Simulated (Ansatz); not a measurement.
The first iterations of a band of H3O2Si (6 atoms, charge 0, multiplicity 2).

Computed with UHF/def2-SVP in Ansatz 0.2.0.

```yaml
movable_images: 5
climbing_image: yes
spring: 5.0 eV/Å²
optimiser: quadratic models (default)
start_path: straight line
force_threshold: 0.03 eV/Å
iteration_limit: 60
end_points: relaxed
```

Initial state:

```xyz
6
Properties=species:S:1:pos:R:3
O -1.167 -0.473 -0.220
Si 0.367 0.099 -0.454
O 1.073 0.242 1.023
H -1.646 -0.857 -0.937
H 0.380 1.452 -1.059
H 0.993 -0.463 1.647
```

Final state:

```xyz
6
Properties=species:S:1:pos:R:3
O -1.245 -0.151 -0.599
Si 0.360 0.234 -0.554
O 1.124 -0.477 0.725
H -1.512 -1.046 -0.736
H 0.402 1.710 -0.450
H 0.871 -0.270 1.613
```

| iteration | highest image above the first end (eV) | largest band force component (eV/Å) |
| --- | --- | --- |
| 1 | 2.190 | 19.211 |
| 2 | 0.138 | 1.237 |
| 3 | 0.115 | 0.668 |

Q: Does the band converge within its limit, and where does its top end?

A: The run converged. It ended after 9 iterations with the highest image 0.033 eV above the first end. Another band between the same ends (5 images) ends at a top of the same energy, where a vibrational analysis finds 1 clearly imaginary mode.

Time of the run: 28 s on 1 CPU thread of a shared host.
